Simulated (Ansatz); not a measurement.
# CH₅ (doublet): wave-function methods side by side at distance H1–H2 along a hydrogen transfer = 0.844 Å, cc-pVTZ

An exercise on one series of results from a longer session: the logs are not shown, and one member is left open.

The runs use Ansatz 0.2.0, Gaussian basis; cc-pVTZ, core rule «outside noble gas», up to 1 orbitals frozen.

The runs, in order: UHF; CCSD(T) on ROHF; CCSD(T) on UHF; BCCD(T) on ROHF; CISD; CCSDT(Q) on ROHF; CCSDT(Q) on UHF; CASSCF and NEVPT2, 3 electrons in 3 orbitals; CASSCF and NEVPT2, 9 electrons in 9 orbitals.

### What is computed

The geometry derives from fragments relaxed apart (PBE0/def2-TZVP) and kept rigid, so it is no stationary point. A hydrogen atom is moved between rigid fragments.

6 atoms, charge 0, spin multiplicity 2.

Atoms are counted from 1 here; the program's logs count them from 0.

Bond lengths: H1–H2 0.844 Å, H2–C3 1.223 Å, C3–H4 1.080 Å, C3–H5 1.080 Å, C3–H6 1.080 Å. Angles: H1–H2–C3 180.0°, H2–C3–H4 90.0°, H2–C3–H5 90.0°, H2–C3–H6 90.0°, H4–C3–H5 120.0°, H4–C3–H6 120.0°, H5–C3–H6 120.0°.

Set-up of the first run:

in.yaml reads:

```yaml
crystal:
  periodic: [false, false, false]
  atoms:
    - {symbol: H, position_ang: [-1.872511, 0.000000, 0.000000]}
    - {symbol: H, position_ang: [-1.028511, 0.000000, 0.000000]}
    - {symbol: C, position_ang: [0.194489, 0.000000, 0.000000]}
    - {symbol: H, position_ang: [0.194489, -1.080023, 0.000000]}
    - {symbol: H, position_ang: [0.194489, 0.540011, 0.935327]}
    - {symbol: H, position_ang: [0.194489, 0.540012, -0.935327]}
basis:
  gaussian: {orbitals: cc-pVTZ}
magnetization: {spin_polarized: true, initial_magnetization: 1}
hamiltonian: {xc: hf}
output: {orbitals: {seedname: orbitals}}
```

Launch:

```bash
$ ansatz run in.yaml --threads 1 --pin off --events-out ev --progress --plain --max-ram 2816MiB --backend cpu
```

Steps of the session up to this table: UHF; CCSD(T) on ROHF; CCSD(T) on UHF; BCCD(T) on ROHF; CISD; CCSDT(Q) on ROHF; CCSDT(Q) on UHF; CASSCF and NEVPT2, 3 electrons in 3 orbitals; CASSCF and NEVPT2, 9 electrons in 9 orbitals.

One table of the session follows, with a row left open; its other results are not shown here.

| method | from UCCSDT(Q) (kJ/mol) |
| --- | --- |
| ROHF | +666.8 |
| UHF | +640.3 |
| RMP2 | +80.7 |
| UMP2 | +88.0 |
| CISD | +56.5 |
| RCCSD | ? |
| UCCSD | +21.0 |
| RCCSD(T) | +2.0 |
| UCCSD(T) | +2.1 |
| BCCD(T) | +2.0 |
| RCCSDT | +0.7 |
| UCCSDT | +0.6 |
| RCCSDT(Q) | +0.1 |
| UCCSDT(Q) | 0 |
| CASSCF pair | +605.0 |
| NEVPT2 pair | +81.8 |
| CASSCF valence | +428.0 |
| NEVPT2 valence | +92.4 |

**Question.** Estimate the row for RCCSD.

As computed: from UCCSDT(Q) (kJ/mol): +21.7. In the column «from UCCSDT(Q) (kJ/mol)» it lies between UCCSD (+21.0) and CISD (+56.5).

Limits of these values: Restricted and unrestricted rows rest on different reference determinants; where their highest levels disagree by more than a few hundredths of an eV, they describe different states and don't form one ladder.
